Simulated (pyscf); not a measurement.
**Hydrogen abstraction: SnH₄ + methyl (CH₃•) → SnH₃• + methane (CH₄)**

Gas phase, doublet surface, charge 0. Bonds broken: Sn1–H2. Bonds formed: H2–C6. Single points on ωB97X-D3(BJ)/def2-SVP structures (PySCF, gas phase). MP2 and CC: frozen core, UHF for open shells. ΔMP2 is the change of the MP2 total energy from the triple- to the quadruple-zeta basis.

Transition state (Å):

```xyz
9

Sn    -1.5876    -1.2016     0.2359
H     -0.6573     0.1810    -0.3403
H     -0.9009    -2.6574    -0.3437
H     -3.2041    -1.0992    -0.3147
H     -1.5910    -1.2386     1.9463
C      0.3221     1.6150    -0.9327
H      1.2964     1.1261    -1.0202
H     -0.2279     1.8224    -1.8548
H      0.1641     2.2862    -0.0839
```

One imaginary mode, 346i cm⁻¹; descent along it reached the two sides named.

```
bond    change  reactant side (Å)  saddle  product side
------  ------  -----------------  ------  ------------
Sn1–H2  breaks              1.706   1.763           3.5
H2–C6    forms                2.9   1.835         1.100
```

Electronic energies relative to the separated reactants (kcal/mol):

```tsv
level	barrier	reaction energy	reverse barrier
ωB97X-D3(BJ)/def2-TZVP	2.4	-30.8	33.3
PBE/def2-TZVP	-1.2	-33.9	32.7
r²SCAN/def2-TZVP	1.4	-30.7	32.0
B3LYP-D3(BJ)/def2-TZVP	0.6	-32.1	32.7
PBE0-D3(BJ)/def2-TZVP	0.5	-32.4	33.0
M06-2X/def2-TZVP	2.7	-37.2	39.9
ωB97M-D3(BJ)/def2-TZVP	3.1	-33.1	36.2
HF/def2-TZVP	11.7	-25.0	36.7
MP2/def2-QZVPP	3.9	-33.2	37.1
CCSD/def2-TZVPP	4.9	-30.5	35.4
CCSD(T)/def2-TZVPP	3.8	-31.1	34.9
CCSD(T)/def2-TZVPP + ΔMP2(QZVPP)	3.5	-31.2	34.7
```

With CCSD(T)/def2-TZVPP + ΔMP2(QZVPP) energies and thermal terms (ideal gas, 1 atm, RRHO with modes under 100 cm⁻¹ raised to 100, one conformer, R ln 2 for chiral ones without a mode under 150 cm⁻¹), in kcal/mol:

```csv
T (K),ΔH‡,ΔG‡,ΔH,ΔG
298,3.7,11.0,-27.2,-27.4
600,4.1,18.4,-28.0,-27.3
900,4.7,25.4,-28.7,-26.7
1200,5.4,32.2,-29.1,-26.0
```

At PBE this geometry lies under the reactants; that is no barrier but a single point on another level's saddle; such a level's own saddle, if it has one, lies nearer that side and is low. One saddle was located; it need not be the lowest between these sides. The angle at the transferred H is 180°. The CCSD(T) − MP2 part came from Ansatz, without density fitting, on the same reference. The frozen core leaves the outer d or s,p core shells of the metals and heavy elements correlated in the MP2 and CC values, and def2-TZVPP describes them poorly, which can shift differences by a few kcal/mol. Elements past Kr carry the def2 core potentials, without spin-orbit coupling.
